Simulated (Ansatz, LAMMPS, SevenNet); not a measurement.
# Elastic constant C12 of 3C-SiC: levels of theory against measurement

Reference value: 142 GPa (measured, temperature not stated, not corrected to a static lattice; as tabulated in Råsander and Moram (2015), arXiv:1505.02379).

```
level (code)               value (GPa)  cell (Å³/atom)  difference (%)
-------------------------  -----------  --------------  --------------
Gao–Weber SiC.gw (LAMMPS)          219           10.36             +54
SevenNet-l3i5                      147           10.50            +3.5
PBE (Ansatz)                       127           10.50           -10.6
r²SCAN (Ansatz)                    134           10.33            -5.6
PBE0 (Ansatz)                      141           10.27            -0.7
```

The reference's temperature isn't stated, so close values are not ranked against it. Off by more than 25 %, or 35 % on the side where a correction would as a rule narrow the miss (bounds picked here): Gao–Weber SiC.gw (+54 %).

The measured value isn't corrected to a static lattice, so vibrations enter the comparison.  Each level is taken at its own relaxed cell. Cutoffs and k meshes differ between the levels. Ansatz's density-functional and Hartree–Fock values are scalar-relativistic unless marked +SOC, with PAW data made under PBE.

Empirical potentials (Gao–Weber SiC.gw) are fitted to chosen data: where that held the value shown, agreement is built in, and what lay outside the fit can be far off. Machine-learned potentials (SevenNet-l3i5) are trained on DFT data: a solid inside that data is no test of them.

Differences are worked out from the printed values.

Ansatz is a quantum-chemistry and plane-wave program.
